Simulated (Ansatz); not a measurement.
Compare A (`OC1(O)C=N1`) with its isomer B (`O=C=NCO`).

Computed with Ansatz on PBE0-D4/def2-TZVP structures; ΔE is electronic, products minus reactants. CCSD(T)/CBS adds triple-zeta CCSD(T) − MP2 to the extrapolated MP2 energy (def2 sets, frozen cores). DFT in def2-TZVPP. One conformer a species, not always the lowest.

A:

Z-matrix (Å, degrees):
```
C
O 1 1.382
C 1 1.419 2 124.8
O 1 1.362 2 110.1 3 156.0
N 1 1.474 2 118.0 3 -61.3
H 2 0.962 1 108.2 3 48.1
H 3 1.086 1 156.4 2 79.5
H 4 0.964 1 107.4 2 35.8
```

B:

```xyz
8

O     2.614    0.489   -0.856
C     1.470    0.286   -0.800
N     0.298    0.022   -0.862
C    -0.802    0.112    0.063
O    -0.490   -0.332    1.346
H    -1.104    1.157    0.164
H    -1.631   -0.451   -0.374
H    -0.356   -1.284    1.321
```

Which isomer does CCSD(T)/CBS put lower? Give the gap. (Best estimate.)

Computed: B, by 174.5 kJ/mol.

Give E(B) − E(A) in kJ/mol with CCSD(T)/def2-SVP, BLYP-D4, PBE0-D4, ωB97M-V, CCSD/def2-TZVPP, LDA (SPW92), MP2/def2-TZVPP. (An estimate is asked.)

Ansatz gave: CCSD(T)/def2-SVP -190.1, BLYP-D4 -212.1, PBE0-D4 -184.2, ωB97M-V -177.7, CCSD/def2-TZVPP -178.7, LDA (SPW92) -176.6, MP2/def2-TZVPP -187.3. None reverses the order clearly.

Does the order hold for the free energy at 298.15 K (harmonic terms from PBE0-D4)? (An estimate is asked.)

The calculation gave: Yes: G(B) − G(A) = -172.8 kJ/mol, for one conformer each. Modes under 60 cm⁻¹, often nearly free rotors, make the harmonic entropy too high.

Largest T1 diagnostic: 0.015.

At CCSD(T), def2-SVP lies −15.6 kJ/mol from the extrapolated value and def2-TZVPP −5.9 kJ/mol. From r2SCAN to r2SCAN0 (25 % exact exchange), in def2-TZVPP and without D4, E(B) − E(A) moves by +8.8 kJ/mol.
